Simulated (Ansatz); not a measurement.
# The cluster Cu₃H: structure and electronic state

What does the cluster Cu₃H look like as a singlet, and where do its frontier electrons sit?

Computed with Ansatz 0.2.0, Gaussian basis. Level: RKS PBE0-D4/def2-TZVP.

Plan: relaxation at PBE-D4/def2-TZVP; a search for the lowest solution at PBE0-D4/def2-SVP; a single point at PBE0-D4/def2-TZVP; harmonic vibrations at PBE-D4/def2-TZVP.

1 further run of the same task is left out (set aside as unsound or not needed). Runs told in other sessions of the task aren't counted.

## (1) The starting structure

4 atoms, charge 0, spin multiplicity 1.

Atoms are counted from 1 here; the program's logs count them from 0.

Bond lengths: Cu1–Cu2 2.479 Å, Cu1–Cu3 2.480 Å, Cu1–H4 1.536 Å, Cu2–Cu3 2.246 Å. Angles: Cu2–Cu1–Cu3 53.9°, Cu2–Cu1–H4 153.0°, Cu3–Cu1–H4 153.1°, Cu1–Cu2–Cu3 63.1°, Cu1–Cu3–Cu2 63.1°.

No spin-orbit coupling is included.

The start is a GFN2-xTB geometry.

## (2) Optimising with PBE-D4/def2-TZVP

Input file in.yaml:

```yaml
crystal:
  periodic: [false, false, false]
  atoms:
    - {symbol: Cu, position_ang: [0.020040, 0.511220, -0.508710]}
    - {symbol: Cu, position_ang: [-0.345320, -0.287730, 1.809920]}
    - {symbol: Cu, position_ang: [0.263720, -1.823990, 0.289170]}
    - {symbol: H, position_ang: [0.061550, 1.600500, -1.590380]}
basis:
  gaussian: {orbitals: def2-TZVP}
hamiltonian: {xc: pbe, dispersion: d4}
scf: {lower_state_search: "off"}
output: {orbitals: {seedname: orbitals}}
relax: {f_tol: 0.02, max_steps: 100}
```

On the command line:

```sh
ansatz run in.yaml --threads 4 --pin off --events-out ev --progress --plain --max-ram 3916MiB
```

What it wrote, shortened:

```text
Functional definition: PBE
  name "PBE"
  cite "Perdew, Burke & Ernzerhof, Phys. Rev. Lett. 77, 3865 (1996) doi:10.1103/PhysRevLett.77.3865"
  parent pbe
[...]
1403 factors; their error is unknown
[...]
mean field -133919.76945609 eV, -4921.4607534312 hartree, gradient 2.9e-6 eV, S^2 0.000000; 0 other end points of the search recorded, 0 dependent functions left out
[...]
reference -133919.76950343 eV, -4921.4607551711 hartree; 44, 44 occupied and 97, 97 virtual orbitals, 1403 factors
relax step   1: F+E_penalty+E_count = -133919.87564782 eV  Δ(F+E_penalty+E_count) = +0.000e0 eV  max|allowed force component| = 2.907e-1 eV/Å  Δτ_max = 0.0000 Å  (20 SCF iters, accepted)
[...]
relax step   5: F+E_penalty+E_count = -133919.89094451 eV  Δ(F+E_penalty+E_count) = -3.915e-4 eV  max|allowed force component| = 2.090e-2 eV/Å  Δτ_max = 0.0238 Å  (23 SCF iters, accepted)
[...]
relax step   6: F+E_penalty+E_count = -133919.89414731 eV  Δ(F+E_penalty+E_count) = -3.203e-3 eV  max|allowed force component| = 1.394e-2 eV/Å  Δτ_max = 0.1039 Å  (30 SCF iters, accepted)
Total energy: -133919.89419415 eV, -4921.4653374703 hartree
Atom 0 at     0.055850     0.402942    -0.584153 Å, force     0.001673    -0.004518    -0.004149 eV/Å
Atom 1 at    -0.344325    -0.170569     1.709686 Å, force    -0.001422     0.009778    -0.001494 eV/Å
Atom 2 at     0.268709    -1.890444     0.320929 Å, force     0.002168    -0.013942     0.001582 eV/Å
Atom 3 at     0.019755     1.658071    -1.446461 Å, force    -0.002420     0.008682     0.004060 eV/Å
Dipole moment:    -0.022074    -0.630304     0.616237 e Å
Checks for a lower state left out: stability, starts, cluster_reference, orbital_swaps, neighbouring_geometries, increment
```

Run time: 7.5 s. Hardware: 4 threads of Arm Neoverse V1, shared host.

Relaxation path:

```csv
step,energy from step 1 (eV),largest force component (eV/Å)
1,0.0000,0.2907
2,-0.0110,0.1451
3,-0.0148,0.0112
4,-0.0149,0.0119
5,-0.0153,0.0209
6,-0.0185,0.0139
```

The force was under the threshold of 0.02 eV/Å already at step 3, but the program went on to step 6.

Distances of close pairs at the start and the end, largest changes first:

| bond | before (Å) | after (Å) | change (Å) |
| --- | --- | --- | --- |
| Cu1–Cu2 | 2.479 | 2.398 | -0.081 |
| Cu2–Cu3 | 2.246 | 2.294 | +0.048 |
| Cu1–H4 | 1.536 | 1.523 | -0.012 |
| Cu1–Cu3 | 2.480 | 2.475 | -0.005 |

Bonds by kind at the end (by distance):

```csv
bond,count,shortest (Å),longest (Å)
Cu–Cu,3,2.294,2.475
Cu–H,1,1.523,1.523
```

## (3) Searching for the lowest solution, PBE0-D4/def2-SVP

start.molden holds the orbitals of an earlier run on this state, given as this run's starting guess.

Input file in.yaml:

```yaml
crystal:
  periodic: [false, false, false]
  atoms:
    - {symbol: Cu, position_ang: [0.055850, 0.402942, -0.584153]}
    - {symbol: Cu, position_ang: [-0.344325, -0.170569, 1.709686]}
    - {symbol: Cu, position_ang: [0.268709, -1.890444, 0.320929]}
    - {symbol: H, position_ang: [0.019755, 1.658071, -1.446461]}
basis:
  gaussian: {orbitals: def2-SVP, initial_orbitals: start.molden}
hamiltonian: {xc: pbe0, dispersion: d4}
output: {orbitals: {seedname: orbitals}}
```

The command is unchanged.

What it wrote:

```text
Functional definition: PBE0
  name "PBE0"
  cite "Adamo & Barone, J. Chem. Phys. 110, 6158 (1999) doi:10.1063/1.478522"
  cite "Perdew, Burke & Ernzerhof, Phys. Rev. Lett. 77, 3865 (1996) doi:10.1103/PhysRevLett.77.3865"
  parent pbe
  parameter a = 0.25
  parameter kappa = 0.804
  parameter beta = 0.06672455060314922
  exchange = (1 - a)*pbe_x(kappa = kappa, mu = beta*pi^2/3) + a*exact_x
  correlation = pbe_c(beta = beta)
1091 factors; integrals over basis functions are off by at most 9.0e-4 eV
mean field evaluation 1: about -133884.0499 eV, gradient 9.4e1 eV
mean field evaluation 2: about -133894.1393 eV, gradient 1.4e1 eV
mean field evaluation 4: about -133898.9063 eV, gradient 1.7e0 eV
mean field evaluation 8: about -133899.0430 eV, gradient 4.2e-3 eV
mean field evaluation 16: about -133898.8903 eV, gradient 6.2e0 eV
mean field -133899.04297437 eV, -4920.6990692771 hartree, gradient 2.0e-5 eV, S^2 0.000000; 1 other end points of the search recorded, 0 dependent functions left out
reference -133899.04301576 eV, -4920.6990707979 hartree; 44, 44 occupied and 54, 54 virtual orbitals, 1091 factors
Total energy: -133899.13359971 eV, -4920.7023996968 hartree
```

Wall time 2.5 s (4 threads of Arm Neoverse V1, shared host).

From the report: HOMO -5.37 eV, LUMO -2.49 eV.

## (4) Single point, PBE0-D4/def2-TZVP

in.yaml: that of step 3 with these lines changed.

```diff
@@ -8,4 +8,5 @@
 basis:
-  gaussian: {orbitals: def2-SVP, initial_orbitals: start.molden}
+  gaussian: {orbitals: def2-TZVP, initial_orbitals: start.molden}
 hamiltonian: {xc: pbe0, dispersion: d4}
-output: {orbitals: {seedname: orbitals}}
+scf: {omitted_lower_state_checks: [starts]}
+output: {forces: true, orbitals: {seedname: orbitals}}
```

Same command.

What it wrote, shortened:

```text
Functional definition: PBE0
  name "PBE0"
  cite "Adamo & Barone, J. Chem. Phys. 110, 6158 (1999) doi:10.1063/1.478522"
  cite "Perdew, Burke & Ernzerhof, Phys. Rev. Lett. 77, 3865 (1996) doi:10.1103/PhysRevLett.77.3865"
  parent pbe
[...]
1467 factors; integrals over basis functions are off by at most 8.0e-4 eV
[...]
mean field -133919.05857990 eV, -4921.4346292133 hartree, gradient 3.8e-5 eV, S^2 0.000000; 0 other end points of the search recorded, 0 dependent functions left out
[...]
reference -133919.05861547 eV, -4921.4346305205 hartree; 44, 44 occupied and 97, 97 virtual orbitals, 1467 factors
Total energy: -133919.14919943 eV, -4921.4379594194 hartree
Atom 0 at     0.055850     0.402942    -0.584153 Å, force     0.013569     0.054958    -0.107021 eV/Å
Atom 1 at    -0.344325    -0.170569     1.709686 Å, force    -0.052404     0.072991     0.179282 eV/Å
Atom 2 at     0.268709    -1.890444     0.320929 Å, force     0.041359    -0.174229    -0.046032 eV/Å
Atom 3 at     0.019755     1.658071    -1.446461 Å, force    -0.002524     0.046280    -0.026229 eV/Å
Dipole moment:    -0.022854    -0.770494     0.734472 e Å
Checks for a lower state left out: starts
```

Run time: 3.2 s. Hardware: 4 threads of Arm Neoverse V1, shared host.

Report: HOMO -5.75 eV, LUMO -2.80 eV.

Mulliken charges, from this run's orbitals:

| atom | value (e) |
| --- | --- |
| Cu1 | -0.27 |
| Cu2 | 0.16 |
| Cu3 | 0.07 |
| H4 | 0.04 |

Largest Mayer bond orders: Cu1–H4 0.85; Cu2–Cu3 0.79; Cu1–Cu2 0.37; Cu1–Cu3 0.28.

The fields below are evaluated on a grid from the run's orbitals.

Frontier orbitals at PBE0-D4/def2-TZVP, with the share of their density that lies nearest to each atom:

| orbital | energy (eV) | lies on |
| --- | --- | --- |
| HOMO-1 | -7.04 | Cu1 60 %; Cu2, Cu3 about 19 % each |
| HOMO | -5.75 | H4 40 %; Cu1 39 %; Cu3 12 % |
| LUMO | -2.80 | Cu2, Cu3 about 44 % each; Cu1 10 % |

ELF in a plane through or near 4 of the atoms.

Ten even steps from '0' (0.00) to '9' (1.00):
```
0000000000000000000000000000
0000000000000000000000000000
0000000000000000000000000000
0000000000000000000000000000
0000000000000000111000000000
0000024532101112354211000000
0000268753211113766311100000
0001899974211213666311110000
0015999994122111233123221000
0017999993277412211233221000
0017999993356512211112221000
0015999972266312256521110000
0002899952112111253531110000
0000378632111111256521000000
0000125421111111122210000000
0000000110000001100000000000
0000000000000000000000000000
0000000000000000000000000000
0000000000000000000000000000
0000000000000000000000000000
```
The map spans 9.6 Å across and 7.7 Å up, centred on the molecule. Atoms in the plane (x, y in Å): Cu1 (-0.7, -0.2), Cu2 (1.2, 1.2), Cu3 (1.6, -1.0), H4 (-2.2, 0.0).

On the surface of density 0.002 e/bohr³ the electrostatic potential runs, from the 1st to the 99th percentile, from -1.72 to 2.47 V.

## (5) Vibrations by finite differences

in.yaml: that of step 4 with these lines changed.

```diff
@@ -8,5 +8,5 @@
 basis:
-  gaussian: {orbitals: def2-TZVP, initial_orbitals: start.molden}
-hamiltonian: {xc: pbe0, dispersion: d4}
+  gaussian: {orbitals: def2-TZVP}
+hamiltonian: {xc: pbe, dispersion: d4}
 scf: {omitted_lower_state_checks: [starts]}
-output: {forces: true, orbitals: {seedname: orbitals}}
+phonons: {temperatures: {t_min: 298.15, t_max: 900, t_step: 200}}
```

Same command.

What it wrote, shortened:

```text
Functional definition: PBE
  name "PBE"
  cite "Perdew, Burke & Ernzerhof, Phys. Rev. Lett. 77, 3865 (1996) doi:10.1103/PhysRevLett.77.3865"
  parent pbe
[...]
1403 factors; their error is unknown
[...]
mean field -133919.78719345 eV, -4921.4614052671 hartree, gradient 3.9e-5 eV, S^2 0.000000; 0 other end points of the search recorded, 0 dependent functions left out
[...]
reference -133919.78724033 eV, -4921.4614069902 hartree; 44, 44 occupied and 97, 97 virtual orbitals, 1403 factors
[...]
1403 factors; their error is unknown
mean field -133919.78719403 eV, -4921.4614052887 hartree, gradient 2.8e-6 eV, S^2 0.000000; 0 other end points of the search recorded, 0 dependent functions left out
[...]
reference -133919.78724092 eV, -4921.4614070118 hartree; 44, 44 occupied and 97, 97 virtual orbitals, 1403 factors
[...]
1403 factors; their error is unknown
[...]
1403 factors; their error is unknown
mean field -133919.78718168 eV, -4921.4614048346 hartree, gradient 2.2e-6 eV, S^2 0.000000; 0 other end points of the search recorded, 0 dependent functions left out
[...]
reference -133919.78722857 eV, -4921.4614065580 hartree; 44, 44 occupied and 97, 97 virtual orbitals, 1403 factors
Total energy: -133919.89418799 eV, -4921.4653372442 hartree
Atom 0 at     0.055850     0.402942    -0.584153 Å, force     0.001672    -0.004521    -0.004141 eV/Å
Atom 1 at    -0.344325    -0.170569     1.709686 Å, force    -0.001441     0.009846    -0.001461 eV/Å
Atom 2 at     0.268709    -1.890444     0.320929 Å, force     0.002190    -0.014011     0.001536 eV/Å
Atom 3 at     0.019755     1.658071    -1.446461 Å, force    -0.002421     0.008685     0.004065 eV/Å
Dipole moment:    -0.022074    -0.630305     0.616236 e Å
Vibrations: 81.19 169.15 224.71 258.30 316.96 1784.55 cm⁻¹, zero-point energy 0.175738 eV
Checks for a lower state left out: starts
```

Wall time 27 s (4 threads of Arm Neoverse V1, shared host).

Motions are named by where the mode's potential energy lies. The modes, unscaled (a negative number is an imaginary wavenumber):

| mode | cm⁻¹ | motion |
| --- | --- | --- |
| 1 | 81 | bend with Cu–Cu stretch |
| 2 | 169 | Cu–Cu stretch with bend |
| 3 | 225 | bend with Cu–Cu stretch |
| 4 | 258 | Cu–Cu stretch |
| 5 | 317 | out-of-plane bend |
| 6 | 1785 | Cu–H stretch |

## (6) Summary of results

```
                       quantity                            value
                    point group                               Cs
 commonest bond, hydrogen aside  Cu–Cu, 3 of mean length 2.389 Å
HOMO, LUMO at PBE0-D4/def2-TZVP                  -5.75, -2.80 eV
     dipole at PBE-D4/def2-TZVP                           4.24 D
     lowest, highest wavenumber                    81, 1785 cm⁻¹
```

In words: The molecule keeps its bonding pattern by the stored test; the atoms moved 0.14 Å (rms), and the angle Cu2–Cu1–H4 went from 153° to 137°. All wavenumbers are real: a minimum at this level. The HOMO lies nearest to H4 40 %; Cu1 39 % and the LUMO to Cu2, Cu3 about 44 % each; Cu1 10 %. Whether this spin is the lowest isn't tested here.
